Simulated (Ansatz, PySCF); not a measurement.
The pair A = C2H2 (SMILES C#C) (first 4 atoms), B = C2H2 (SMILES C#C); geometry from A24 set.
(charge 0, multiplicity 1):
```xyz
8

C      0.0000     0.6036    -2.1817
H      0.0000     1.6685    -2.1843
C      0.0000    -0.6036    -2.1817
H      0.0000    -1.6685    -2.1843
C      0.0000     0.0000     1.5783
H      0.0000     0.0000     0.5114
C      0.0000     0.0000     2.7858
H      0.0000     0.0000     3.8502
```

Correlated levels freeze the cores. Rows in 6-31G* carry no dispersion term and start afresh at each structure (6-31G* with six Cartesian d functions).

The values were computed with Ansatz (an electronic-structure program); PySCF for 6-31G* rows. Values without a source in brackets are computed.

Total energies (hartree), monomers frozen at their geometry in the pair:

| structure | PBE/def2-TZVPPD | B3LYP/6-31G* | CCSD(T)/aug-cc-pVDZ |
|---|---|---|---|
| AB | -154.5070116 | -154.6539119 | -154.2439113 |
| A in the pair's basis | -77.2525485 | -77.3264861 | -77.1212274 |
| B in the pair's basis | -77.2525231 | -77.3257494 | -77.1207614 |
| A | -77.2524733 | -77.3256313 | -77.1201292 |
| B | -77.2524839 | -77.3256293 | -77.1201863 |

**Question.** Work out the interaction energy without and with the counterpoise correction, and the superposition error, for each level.

**Answer.** 
E(AB) − E(A) − E(B), times 627.509 kcal/mol, with the monomers in their own basis and then in the pair's basis:
- PBE/def2-TZVPPD: -1.29 uncorrected, -1.22 corrected; the monomers gain 0.07 kcal/mol from borrowed functions
- B3LYP/6-31G*: -1.66 uncorrected, -1.05 corrected; the monomers gain 0.61 kcal/mol from borrowed functions
- CCSD(T)/aug-cc-pVDZ: -2.26 uncorrected, -1.21 corrected; the monomers gain 1.05 kcal/mol from borrowed functions
